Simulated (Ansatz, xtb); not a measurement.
**C2H4O−: which of two isomers lies lower**

Structure a is the doublet with the links of `[CH2]C[O-]` and structure b is the doublet with the links of `C[CH][O-]`. Both are isolated ions in the gas phase, relaxed with r2SCAN-D4/def2-SVPD; the shapes shown needn't be the lowest conformers.

a (Å):

```xyz
7

C    -1.0038   -0.4984    1.0676
C    -1.8599    0.1053   -0.0278
O    -1.5741   -0.5954   -1.1534
H    -1.2645   -1.5270    1.3601
H     0.0806   -0.3407    0.9626
H    -2.9475    0.0583    0.2856
H    -1.6377    1.2137   -0.1012
```

b (Å):

```xyz
7

C    -1.3431   -0.4059    0.9417
C    -1.4224   -0.1030   -0.5356
O    -2.4663   -0.4623   -1.2141
H    -0.3647   -0.1105    1.3676
H    -2.1414    0.1178    1.5514
H    -1.4954   -1.4846    1.1369
H    -0.8898    0.8523   -0.8163
```

Quicker runs give these differences E(b) − E(a): GFN2-xTB −13.3 kcal/mol; HF/STO-3G −32.0 kcal/mol (at GFN2-xTB geometries); r2SCAN-D4/def2-SVPD//GFN2-xTB −18.9 kcal/mol.

Question: Estimate E(b) − E(a) at the level CCSD(T)/def2-SVPD.

Answer: Calculated at CCSD(T)/def2-SVPD: E(b) − E(a) = −20.1 kcal/mol, so structure b lies lower.

How the difference moves with the method:

```json
{"level": "GFN2-xTB", "geometry": "GFN2-xTB", "E(b) − E(a) (kcal/mol)": "−13.3", "departure from the last row (kcal/mol)": "+6.8", "job, with rough time for the two": "optimisation, 2 s"}
{"level": "HF/STO-3G", "geometry": "GFN2-xTB", "E(b) − E(a) (kcal/mol)": "−32.0", "departure from the last row (kcal/mol)": "−11.8", "job, with rough time for the two": "single point, 2.5 s"}
{"level": "r2SCAN-D4/def2-SVPD//GFN2-xTB", "geometry": "GFN2-xTB", "E(b) − E(a) (kcal/mol)": "−18.9", "departure from the last row (kcal/mol)": "+1.2", "job, with rough time for the two": "single point, 13 s"}
{"level": "r2SCAN-D4/def2-SVPD", "geometry": "r2SCAN-D4/def2-SVPD", "E(b) − E(a) (kcal/mol)": "−19.2", "departure from the last row (kcal/mol)": "+0.9", "job, with rough time for the two": "optimisation, 2 min"}
{"level": "HF/def2-SVPD", "geometry": "r2SCAN-D4/def2-SVPD", "E(b) − E(a) (kcal/mol)": "−19.4", "departure from the last row (kcal/mol)": "+0.7", "job, with rough time for the two": "part of the CCSD(T) run"}
{"level": "MP2/def2-SVPD", "geometry": "r2SCAN-D4/def2-SVPD", "E(b) − E(a) (kcal/mol)": "−21.9", "departure from the last row (kcal/mol)": "−1.8", "job, with rough time for the two": "part of the CCSD(T) run"}
{"level": "CCSD(T)/def2-SVPD", "geometry": "r2SCAN-D4/def2-SVPD", "E(b) − E(a) (kcal/mol)": "−20.1", "departure from the last row (kcal/mol)": "", "job, with rough time for the two": "single point, 75 s"}
```

As drawn, both hold the same kinds of bond in the same numbers. Structure a has 0 methyl groups, b 1.

The levels shown agree on the order. The largest departure from CCSD(T)/def2-SVPD is that of HF/STO-3G, 11.8 kcal/mol. MP2 in a larger basis moves the difference by −0.4 kcal/mol, a step that isn't added because spin contamination makes open-shell MP2 unreliable in this search.

With harmonic frequencies from r2SCAN-D4/def2-SVPD (ideal gas, rigid rotor, one conformer each, 298.15 K, 1 atm): the zero-point term adds +0.1 kcal/mol; ΔH is −20.0 and ΔG −20.1 kcal/mol.

Open shells are spin-unrestricted. The correlated steps freeze 3 core orbitals. Mirror images aren't counted in ΔG. Programs: Ansatz 0.2.0, xtb 6.7.1; the last row on 2 threads of Intel(R) Xeon(R) Processor @ 2.50GHz (Skylake/Cascade Lake) on a shared host.
